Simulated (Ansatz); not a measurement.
## Setting up doublet BH2F− in Ansatz

BH2F− has 4 atoms, charge -1, and is taken as a doublet. SMILES of the parent species: `[H]B([H])F`. The coordinates come from a GFN2-xTB relaxation. That shape belongs to the parent species and isn't relaxed for this state.

```jsonl
{"atom": "B", "x (Å)": "0.0300", "y (Å)": "0.0492", "z (Å)": "0.0006"}
{"atom": "H", "x (Å)": "1.1984", "y (Å)": "-0.0340", "z (Å)": "0.0156"}
{"atom": "H", "x (Å)": "-0.5783", "y (Å)": "1.0502", "z (Å)": "-0.0194"}
{"atom": "F", "x (Å)": "-0.6501", "y (Å)": "-1.0654", "z (Å)": "0.0032"}
```

Settings wanted:

```
basis set            : STO-3G
task                 : energy
method               : DFT
functional           : B2PLYP
dispersion           : none
reference            : UKS
relativity           : none
accuracy             : high
frozen core orbitals : 2
```

Question: Write the Ansatz 0.2.0 input and the command.

Answer: One that was run (others would do as well):

molecule.yaml:
```yaml
crystal:
  periodic: [false, false, false]
  atoms:
    - {symbol: B, position_ang: [0.029990, 0.049200, 0.000600]}
    - {symbol: H, position_ang: [1.198420, -0.033970, 0.015630]}
    - {symbol: H, position_ang: [-0.578270, 1.050180, -0.019450]}
    - {symbol: F, position_ang: [-0.650140, -1.065400, 0.003230]}
basis:
  gaussian: {orbitals: STO-3G}
total_charge: -1
magnetization: {spin_polarized: true, initial_magnetization: 1}
hamiltonian: {xc: {name: B2PLYP}}
correlation: {frozen_orbitals: {B: 1, F: 1, H: 0}}
accuracy: high
```

```bash
$ ansatz run molecule.yaml --threads 1 --pin off --max-ram 2610MiB --events-out events.jsonl --progress --plain --runs-dir runs
```

Calculated total energy: -123.75287 Eh. Without diffuse functions such a state is poorly described.
